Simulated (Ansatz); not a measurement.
in.yaml

```yaml
crystal:
  periodic: [false, false, false]
  atoms:
    - {symbol: P, position_ang: [-0.000004, -0.404237, 1.765666]}
    - {symbol: Ga, position_ang: [0.000010, -0.315064, -0.771768]}
    - {symbol: S, position_ang: [-0.000003, -0.303699, -2.790817]}
    - {symbol: H, position_ang: [-0.000003, 1.023000, 1.796919]}
basis:
  gaussian: {orbitals: STO-3G}
magnetization: {spin_polarized: false, initial_magnetization: 1}
hamiltonian: {xc: {name: PBE0}, pseudopotentials: {relativity: none}}
correlation: {method: ccsd_t, electrons: valence}
accuracy: high
```

```sh
$ ansatz run in.yaml --threads 1 --pin off --events-out ev --progress --plain --max-ram 2393MiB
```

Output:

```
571 factors; integrals over basis functions are off by at most 7.2e-9 eV
mean field evaluation 1: about -70644.3795 eV, gradient 3.0e2 eV
mean field evaluation 2: about -70644.3127 eV, gradient 3.0e2 eV
mean field evaluation 4: about -70768.1200 eV, gradient 3.5e2 eV
mean field evaluation 8: about -70797.9007 eV, gradient 3.9e2 eV
mean field evaluation 16: about -71665.1300 eV, gradient 2.6e-2 eV
mean field evaluation 32: about -71386.9710 eV, gradient 1.6e2 eV
mean field evaluation 64: about -71445.4498 eV, gradient 2.1e2 eV
mean field evaluation 96: about -71661.6590 eV, gradient 2.2e0 eV
mean field -71665.12519459 eV, -2633.6447745347 hartree, gradient 1.6e-8 eV, S^2 0.750000; 1 other end points of the search recorded, 0 dependent functions left out
unrestricted determinant -71609.85389970 eV, -2631.6135919116 hartree, S^2 2.1992
19 core orbitals not correlated: weight in the atoms' cores, before any rotation towards them, 0.999 or more for the frozen orbitals, at most 0.000 for the correlated occupied ones
reference -71606.73747399 eV, -2631.4990653792 hartree; 13, 12 occupied and 5, 6 virtual orbitals, 571 factors
second order -6.17523304 eV of doubles, -1.24996832 eV of singles
cycle   1  -4.31974306 eV  change     2.9e0 eV  update   3.6e-1
cycle   2  -5.87104112 eV  change    -1.6e0 eV  update   2.4e-1
...
cycle  42  -6.44807202 eV  change   -2.1e-8 eV  update   7.0e-8
cycle  43  -6.44807197 eV  change    4.8e-8 eV  update   5.3e-8
cycle  44  -6.44807203 eV  change   -5.7e-8 eV  update   4.1e-8
cycle  45  -6.44807200 eV  change    3.4e-8 eV  update   3.3e-8
cycle  46  -6.44807201 eV  change   -1.3e-8 eV  update   2.4e-8
cycle  47  -6.44807202 eV  change   -6.8e-9 eV  update   1.7e-8
cycle  48  -6.44807201 eV  change    9.0e-9 eV  update   1.1e-8
cycle  49  -6.44807201 eV  change   -3.5e-9 eV  update   7.0e-9
cycle  50  -6.44807201 eV  change    2.5e-9 eV  update   4.1e-9
cycle  51  -6.44807201 eV  change    1.1e-9 eV  update   2.7e-9
perturbative correction -0.86505191 eV, -0.0317900714 hartree
WARN: the results are in doubt because among natural orbitals full CI differs from the method by -0.092 eV
Total energy: -71614.05059791 eV, -2631.7678177262 hartree
In doubt: among natural orbitals full CI differs from the method by -0.092 eV
```

Ran on 1 thread of Arm Neoverse V1, shared host: 12 s wall, 0.2 GiB peak host memory.
